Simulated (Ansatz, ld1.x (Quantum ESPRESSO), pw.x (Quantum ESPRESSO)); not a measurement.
# silicon (Si): does the ultrasoft potential hold in the solid?

* Element: Si
* Generator: ld1.x (Quantum ESPRESSO) 7.5
* Type: ultrasoft
* Functional: LDA (PW92)
* Relativity: scalar-relativistic
* Frozen core: [Ne]
* Valence charge: 4
* Reference configuration: 3s2 3p2
* Partial waves: 3s (bound): rcut 1.85, rcutus 2.15 bohr; 3s channel at -0.25 Ry: rcut 1.85, rcutus 2.15 bohr; 3p (bound): rcut 1.70, rcutus 2.05 bohr; 3p channel at 0.25 Ry: rcut 1.70, rcutus 2.05 bohr
* Local potential: all-electron potential smoothed inside 1.95 bohr (lloc = -1)
* Core correction: none
* Augmentation charge: built from norm-conserving waves at rcut, not smoothed further

Atomic tests: cutoffs needed: 8 Ry and 15 Ry (the cutoffs (Ry, on a coarse ladder) from which the occupation-weighted sum of valence levels, in a spherical-Bessel basis at the reference potential, stays within 10 and 1 mRy of its value at 400 Ry); ghost test: no extra level below or beside the all-electron valence levels (s, p, d, f tested) (spherical-Bessel basis up to 400 Ry, 20 bohr box); largest excitation error: +218 meV (all-electron minus pseudo) for 3s1 3p0, out of 7 test configurations.

Crystal test: sc Si in pw.x 7.5, no spin, 13³ k-points, Fermi–Dirac smearing 0.01 Ry, cutoffs 40/600 Ry. The reference is all-electron LAPW (Ansatz 0.2.0) with the same functional, mesh and smearing; V0 and B0 come from Birch–Murnaghan fits to the pressures at five volumes. Errors are pseudo minus all-electron; Δ is the rms difference of the E(V) curves that follow from these fits, minima aligned, over ±6 % about the mean V0. Mesh and smearing are coarse, so the numbers serve the comparison and aren't converged zero-temperature values; the lattice is a test structure that the element need not adopt.

All-electron: a0 = 2.505 Å (V0 = 15.72 Å³/atom), B0 = 108.0 GPa.

Question: How far does the potential miss the all-electron equation of state?

Answer: mean pressure error (GPa): +4.27; a0 (Å): 2.537; a0 error (%): +1.27; B0 error (%): -4.8; Δ (meV/atom): 14.0. This is a poor potential for the solid.

```json
{"V (Å³/atom)": "14.919", "P all-electron (GPa)": "6.32", "P pseudo (GPa)": "11.24"}
{"V (Å³/atom)": "15.311", "P all-electron (GPa)": "3.01", "P pseudo (GPa)": "7.58"}
{"V (Å³/atom)": "15.704", "P all-electron (GPa)": "0.11", "P pseudo (GPa)": "4.35"}
{"V (Å³/atom)": "16.097", "P all-electron (GPa)": "-2.43", "P pseudo (GPa)": "1.51"}
{"V (Å³/atom)": "16.489", "P all-electron (GPa)": "-4.66", "P pseudo (GPa)": "-0.99"}
```

Question: At the middle volume, how do free energy and pressure move when the wave cutoff is lowered (ecutrho held at 600 Ry)?

Answer:

```
cutoff (Ry)  shift of F (meV/atom)  shift of P (GPa)
         18                   +3.1             -0.10
         24                   +1.0             -0.00
         32                   +0.4             -0.01
```

The run at the middle volume (84 k-points, 5 iterations) took about 2.2 s on one core of a shared host (Neoverse-V1, 32 threads, 247 GiB, load 15).
